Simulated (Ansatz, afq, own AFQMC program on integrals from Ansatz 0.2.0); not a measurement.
AFQMC on a folder of integrals that Ansatz 0.2.0 wrote.

```yaml
crystal:
  periodic: [false, false, false]
  atoms:
    - {symbol: Si, position_ang: [0.000000, 0.000000, 0.260453]}
    - {symbol: Ge, position_ang: [0.000000, 0.000000, -2.203242]}
    - {symbol: H, position_ang: [0.000000, 0.000000, 1.942789]}
basis:
  gaussian: {orbitals: cc-pVDZ}
magnetization: {spin_polarized: false, initial_magnetization: 1}
correlation: {method: ccsd_t, electrons: outside_noble_gas, hamiltonian_folder: ham}
```

```sh
$ ansatz run in.yaml --threads 1 --pin off --events-out ev --progress --plain --max-ram 1382MiB
```

Options of the walk:

```
--method phaseless --trial mp1 --walkers 160 --populations 1 --least-time 40 --time-step 0.02 --steps-per-block 10 --equilibration-blocks 15 --max-blocks 18 --target-error 0.00072 --factor-cut 1e-05 --start spin_pure --seed 1662 --taylor-order 8
```

Times are imaginary, in 1/Eh. The walk had a cap of 90 s. Filled inner d shells are frozen with the cores.

```
orbitals 31  electrons 5 4  factors 226 of 558
reference energy -2364.72036229 Eh
CCSD correlation -0.20138286 Eh in 17 cycles, weight of the determinant in the CISD state 0.8011
energy of the start -2364.889577 Eh
 block  time / (1/Eh)  mean weight  energy / Eh
     1     0.200  1.0012  -2364.892442
     2     0.400  1.0035  -2364.896271
     3     0.600  0.9998  -2364.899512
     4     0.800  0.9977  -2364.902165
     5     1.000  1.0018  -2364.906398
     6     1.200  0.9983  -2364.910542
     7     1.400  0.9999  -2364.914009
     8     1.600  1.0025  -2364.914539
     9     1.800  1.0031  -2364.917162
    10     2.000  1.0007  -2364.919617
    11     2.200  1.0052  -2364.919381
    12     2.400  1.0005  -2364.920471
    13     2.600  0.9996  -2364.923793
    14     2.800  1.0009  -2364.927758
    15     3.000  0.9921  -2364.926510
    16     3.200  0.9996  -2364.928578
    17     3.400  0.9965  -2364.929971
    18     3.600  1.0008  -2364.928412
    19     3.800  1.0012  -2364.929129
    20     4.000  1.0015  -2364.931471
    21     4.200  1.0007  -2364.927100
    22     4.400  0.9977  -2364.932689
    23     4.600  1.0007  -2364.934064
    24     4.800  0.9952  -2364.930962
    25     5.000  0.9998  -2364.933591
    26     5.200  0.9988  -2364.932415
    27     5.400  1.0041  -2364.928802
    28     5.600  0.9983  -2364.928312
    29     5.800  0.9991  -2364.930971
    30     6.000  1.0014  -2364.935363
    31     6.200  0.9993  -2364.937161
    32     6.400  0.9992  -2364.935708
    33     6.600  0.9989  -2364.932230
blocks merged  error / Eh  count
     1  0.000681  18
     2  0.000870  9
energy -2364.931495 +/- 0.000681 Eh
```

The run failed at least one of its tests; the cautions name the faults. The second half of the sampling lies below the first by 2.0 errors of their difference, so the energy may still be moving and its error bar be too small.

Against this walk (error 18.5 meV) on the same determinant: CCSD(T) 93.4 meV lower, CCSDT(Q) 181.5 meV lower, a separate phaseless walk with a CISD trial and standard settings 116.6 ± 27.1 meV lower. The error is statistical and leaves out the bias of the constraint. None of these is a sure reference here.

A setting was made bad on purpose (too few blocks), so the walk's energy isn't to be trusted.

Cautions: constraint bias not in the error; error not settled; no relativity below Rb; no spin-orbit coupling; inner d shell frozen; higher spins were not checked; a spin-contaminated unrestricted determinant lies lower (UHF 719 meV lower, ⟨S²⟩ 1.58); strong correlation (T1 0.041, weight of the determinant 0.80, largest double 0.20); (T) is large, 7 % of the CCSD correlation; the sampling time fell short of the least asked; the time-step error isn't removed.

CCSDT and higher add their correlation energy to the determinant of the CCSD(T) run, since their own runs factorise the integrals more tightly (a shift of under 2 meV). A walk keeps the symmetry of its determinant, which the program's search chose and which needn't be the lowest solution, so a lower state of the same spin and another symmetry isn't excluded.
